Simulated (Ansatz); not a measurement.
System: graphite. Method: r²SCAN-D4 (plane waves, PAW; Ansatz, a program for electronic structure).

Rigid layers of the crystal as relaxed at this level are moved apart or together:

```tsv
run	k mesh	layer repeat (Å)	energy against free layers (meV/Å²)	gap on the mesh (eV)
1	18×18×6	3.055	-15.87	0.000
2	18×18×6	3.205	-20.04	0.000
3	18×18×6	3.355	-21.26	0.000
4	18×18×6	3.555	-20.38	0.000
5	18×18×6	3.855	-16.86	0.000
6	18×18×4	4.355	-10.75	0.000
7	18×18×4	5.355	-4.08	0.000
8	18×18×4	7.355	-0.72	0.000
```

The lowest energy of these points lies at a layer repeat of 3.35 Å.
